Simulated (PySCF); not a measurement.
Ligands exchanged one at a time, B F-Br. Gas-phase values, no solvent. Strings in code marks are SMILES.

The HOMO from two functionals at the same geometries (B3LYP-D3(BJ)/def2-TZVP), both in PySCF: PBE-D3(BJ)/def2-TZVP and ωB97X-D3(BJ)/def2-TZVP. 

```tsv
species	PBE-D3(BJ)/def2-TZVP (eV)
0 of 3 F replaced by Br (`FB(F)F`)	-10.00
1 of 3 F replaced by Br	-7.70
2 of 3 F replaced by Br	-7.32
3 of 3 F replaced by Br (`BrB(Br)Br`)	-7.03
```

Task: What does ωB97X-D3(BJ)/def2-TZVP give for each?

Result: 
- 0 of 3 F replaced by Br (`FB(F)F`): -14.86
- 1 of 3 F replaced by Br: -11.55
- 2 of 3 F replaced by Br: -11.06
- 3 of 3 F replaced by Br (`BrB(Br)Br`): -10.73
Over these rows, drawn at random from the members with no instability flagged (it was tested for open shells, ions and some series alone), PBE minus ωB97X-D3(BJ): mean +4.04 eV, from +3.70 eV to +4.87 eV.
